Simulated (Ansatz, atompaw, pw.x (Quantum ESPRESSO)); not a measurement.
tantalum: one change to the PAW (atompaw) potential, in the atom and in the fcc crystal

* Element: Ta
* Generator: atompaw 4.2.0.5
* Type: PAW
* Functional: PBEsol
* Relativity: scalar-relativistic
* Frozen core: [Kr] 4d10 4f14
* Valence charge: 13
* Reference configuration: 5s2 5p6 5d3 6s2 6p0
* Partial waves: 5s (bound): rc 1.35 bohr; 6s (bound): rc 1.60 bohr; 5p (bound): rc 2.35 bohr; 6p (bound, empty): rc 1.80 bohr; 5d (bound): rc 2.85 bohr; 5d channel at 2.8 Ry: rc 2.85 bohr
* Local potential: bessel scheme, radius 2.05 bohr
* Core correction: smooth core density matched at 1.85 bohr
* Augmentation charge: sinc compensation charge, radius 2.55 bohr; PAW radius 2.85 bohr; waves and projectors: custom rrkj vanderbiltortho

Change: wave 5d channel at 2.8 Ry: rc 2.85 bohr becomes 5d channel at 3.75 Ry: rc 2.85 bohr.

Cutoffs, loose and tight: the cutoffs (Ry, on a coarse ladder) from which the occupation-weighted sum of valence levels, in a spherical-Bessel basis at the reference potential, stays within 10 and 1 mRy of its value at 400 Ry. They see the waves, projectors and local potential, not the compensation charge or the core.

Crystal test: fcc Ta in pw.x 7.5, no spin, 14³ k-points, Fermi–Dirac smearing 0.01 Ry, cutoffs set for each file from its atomic test. The reference is all-electron LAPW (Ansatz 0.2.0) with the same functional, mesh and smearing; V0 and B0 come from Birch–Murnaghan fits to the pressures at five volumes. Errors are pseudo minus all-electron; Δ is the rms difference of the E(V) curves that follow from these fits, minima aligned, over ±6 % about the mean V0. Mesh and smearing are coarse, so the numbers serve the comparison and aren't converged zero-temperature values; the lattice is a test structure that the element need not adopt.

All-electron: a0 = 4.177 Å (V0 = 18.22 Å³/atom), B0 = 198.7 GPa.

**Question.** Does the change bring the crystal closer to the all-electron result?

**Answer.** The mean pressure error goes from +14.91 to -3.91 GPa, so the change moves the solid closer to the all-electron pressures.

```tsv
quantity	base	changed
outcome (atom)	generated	generated
cutoff, loose (atom)	25 Ry	25 Ry
cutoff, tight (atom)	40 Ry	40 Ry
bound ghosts (atom)	none	none
cutoffs in pw.x (Ry)	50/500	50/500
a0 (Å)	–	4.149
a0 error (%)	–	-0.67
B0 error (%)	–	+1.8
Δ (meV/atom)	–	15.9
mean pressure error (GPa)	+14.91	-3.91
```

A dash: not determined, or the minimum lies outside the volumes sampled.

Base: This is a poor potential for the solid. Changed file: This is a poor potential for the solid. The atomic cutoffs weigh occupied waves only.
